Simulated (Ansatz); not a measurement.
Results of PBE (Ansatz, a quantum-chemistry and plane-wave program, plane waves, PAW) for 1T (CdI2-type) TiTe2.

Rigid layers of the crystal as relaxed at this level are moved apart or together:

```tsv
run	k mesh	layer repeat (Å)	energy against free layers (meV/Å²)	gap on the mesh (eV)
1	12×12×6	6.2	5.40	0.000
2	12×12×6	6.35	1.24	0.000
3	12×12×6	6.5	-1.04	0.000
4	12×12×6	6.7	-2.31	0.000
5	12×12×6	7	-2.49	0.000
6	12×12×6	7.5	-1.85	0.000
7	12×12×4	8.5	-0.66	0.000
8	12×12×4	10.5	-0.04	0.000
```

The lowest energy of these points lies at a layer repeat of 7.00 Å.

Spin–orbit coupling is not included.

Note: the cell comes from a level without a dispersion term, which matters for the spacing of layers, chains or molecules.
